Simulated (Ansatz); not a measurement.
I need a nudged elastic band for an internal rotation of BFH₅N, SMILES [NH3+][BH2-]F. Use the Ansatz DFT code, driven from Python. Settings (for the species named): PBE0, def2-SVP basis, multiplicity 1.

```yaml
atoms:
  - { symbol: N, position_ang: [0.7898, 0.0854, 0.0836] }
  - { symbol: B, position_ang: [-0.7225, -0.1309, -0.0517] }
  - { symbol: F, position_ang: [-1.3296, 1.0279, -0.6892] }
  - { symbol: H, position_ang: [1.2203, -0.7493, 0.5417] }
  - { symbol: H, position_ang: [1.2100, 0.2170, -0.8640] }
  - { symbol: H, position_ang: [0.9706, 0.9335, 0.6666] }
  - { symbol: H, position_ang: [-1.2056, -0.2841, 1.0276] }
  - { symbol: H, position_ang: [-0.9330, -1.0996, -0.7144] }
```

`bfh5n_neb.py`
```python
# -*- coding: utf-8 -*-
"""Barrier to internal rotation of BFH5N by a nudged elastic band."""

import ansatz
import numpy as np

SETTINGS = {
    "basis_set": "def2-SVP",
    "functional": "pbe0",
}


def main():
    geometry_ang = [
        ("N", (0.7898, 0.0854, 0.0836)),
        ("B", (-0.7225, -0.1309, -0.0517)),
        ("F", (-1.3296, 1.0279, -0.6892)),
        ("H", (1.2203, -0.7493, 0.5417)),
        ("H", (1.21, 0.217, -0.864)),
        ("H", (0.9706, 0.9335, 0.6666)),
        ("H", (-1.2056, -0.2841, 1.0276)),
        ("H", (-0.933, -1.0996, -0.7144)),
    ]
    geometry = ansatz.Crystal.molecule()
    for symbol, xyz in geometry_ang:
        geometry = geometry.atom(symbol, xyz)

    calculation = geometry.calculation()
    calculation = calculation.basis(gaussian=SETTINGS["basis_set"])
    calculation = calculation.functional(SETTINGS["functional"])
    symbols = [site.symbol for site in geometry.cartesian_sites]
    start = np.array([site.position_ang for site in geometry.cartesian_sites], dtype=float)
    summary = calculation.relax(force_tolerance=0.005, max_steps=100).run().report
    end = np.array(summary["positions_ang"])

    # the end point is the same minimum with the three like atoms permuted
    first, second, third = [3, 4, 5]
    turned = end.copy()
    turned[[first, second, third]] = end[[second, third, first]]
    listed = lambda xyz: [{"symbol": s, "position_ang": p.tolist()} for s, p in zip(symbols, xyz)]
    deck = calculation.input().to_dict()
    deck["crystal"]["atoms"] = listed(end)
    deck["neb"] = {"final_atoms": listed(turned), "images": 5, "initial_path": "idpp", "f_tol": 0.03, "max_iterations": 40}
    rounds = []
    band = ansatz.Session.from_dict(deck).plan().execute(on_event=lambda e: rounds.append(e["data"]) if e["event"] == "neb_iteration" else None)
    for each in rounds:
        print(f"round {each['iteration']:2d}  largest band force {each['band_force_max_ev_ang']:.4f} eV/A")
    images = rounds[-1]["images"]
    for image in images:
        print(f"s = {image['path_coordinate_ang']:6.3f} A   {23.060548 * (image['lagrangian_ev'] - images[0]['lagrangian_ev']):8.3f} kcal/mol")


if __name__ == "__main__":
    main()
```

Output of `python bfh5n_neb.py`:
```text
round  1  largest band force 0.9669 eV/A
round  2  largest band force 0.6539 eV/A
round  3  largest band force 0.1896 eV/A
round  4  largest band force 0.0201 eV/A
s =  0.000 A      0.000 kcal/mol
s =  0.460 A      0.395 kcal/mol
s =  0.919 A      1.154 kcal/mol
s =  1.379 A      1.522 kcal/mol
s =  1.839 A      1.154 kcal/mol
s =  2.298 A      0.395 kcal/mol
s =  2.758 A     -0.000 kcal/mol
```

The energies are electronic: no zero-point or thermal terms, and the basis set is short of its limit. It ran for 2.2 min on 1 thread of Intel(R) Xeon(R) Platinum 8375C CPU @ 2.90GHz (Ice Lake), on a shared host, peak memory 0.22 GiB.

(A comment or docstring line of the script was reworded after the run, the code is as it ran; lines on the test bed's own set-up are left out of the output.)
